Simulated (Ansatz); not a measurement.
A nudged elastic band was laid between two geometries of BH₇OSi (10 atoms, charge 0, multiplicity 1).

Computed with Ansatz 0.2.0, RKS PBE0-D4/def2-SVP.

```json
{
 "movable images": "5",
 "climbing image": "yes",
 "spring": "5.0 eV/Å²",
 "optimiser": "quadratic models (default)",
 "start path": "through a guess of the saddle point",
 "force threshold": "0.03 eV/Å",
 "iteration limit": "60",
 "end points": "relaxed"
}
```

First end point:

```xyz
10
Properties=species:S:1:pos:R:3
B -0.136 -0.115 0.165
H -0.527 0.235 1.268
H 0.788 0.522 -0.303
H -1.053 -0.324 -0.630
O 0.422 -1.648 0.370
Si -0.745 -2.796 -0.175
H -0.191 -4.104 0.282
H -2.058 -2.542 0.468
H -0.773 -2.717 -1.652
H 0.919 -1.792 1.183
```

Last end point:

```xyz
10
Properties=species:S:1:pos:R:3
B 0.527 -0.480 -0.729
H -1.209 0.017 2.417
H 1.512 0.197 -0.533
H -0.400 -0.080 -1.408
O 0.482 -1.707 -0.174
Si -0.671 -2.933 -0.205
H -0.046 -4.132 -0.828
H -1.057 -3.229 1.202
H -1.862 -2.496 -0.993
H -0.630 -0.440 2.226
```

**Question.** Which bonds break or form, and what moves?

**Answer.** Bonds broken: B1–H2, O5–H10. Bonds formed: H2–H10. BH7OSi becomes BH5OSi + H2.

**Question.** What energy profile does the band end with?

**Answer.** The forces met the threshold. The highest image is number 3 of 0 to 6, 83.0 kJ/mol above the first end and 134.5 kJ/mol above the last; the last end lies 51.5 kJ/mol below the first. Neighbouring images differ by up to 1.3 eV, so the band resolves the path poorly. A vibrational analysis at the climbing image gives one clearly imaginary mode, 1312i cm⁻¹: a first-order saddle point. The orbitals stay closed-shell, which can raise the energy where a bond breaks towards radicals; this wasn't checked here.

```tsv
image	path coordinate (Å)	energy (kJ/mol)	B1–H2 (Å)	O5–H10 (Å)	H2–H10 (Å)
0	0.00	0.0	1.22	0.96	2.49
1	0.61	1.9	1.22	0.96	2.31
2	1.22	21.8	1.23	0.97	1.75
3	1.83	83.0	1.34	1.24	1.04
4	3.35	-46.1	2.53	2.66	0.76
5	4.87	-49.7	3.17	3.01	0.76
6	6.38	-51.5	3.63	2.93	0.76
```

**Question.** What is the geometry of the highest image?

**Answer.** 
```xyz
10
Properties=species:S:1:pos:R:3:forces:R:3
B 0.011 -0.208 0.087 0.00 0.00 0.00
H 0.030 0.042 1.400 0.00 0.00 0.00
H 0.925 0.416 -0.396 0.00 0.00 0.00
H -1.128 -0.010 -0.277 0.00 0.00 0.00
O 0.348 -1.738 0.279 -0.01 0.00 0.00
Si -0.717 -2.944 -0.233 0.01 0.00 0.00
H -0.080 -4.253 0.077 0.00 0.00 0.00
H -2.015 -2.823 0.493 0.00 0.00 0.00
H -0.932 -2.788 -1.698 0.00 0.00 0.00
H 0.204 -0.975 1.246 0.00 0.00 0.00
```

The band took 36 iterations and roughly 8 core-minutes.

The run took 4 min on 2 threads of Arm Neoverse V1, with other jobs on the host, peak memory 0.15 GiB.
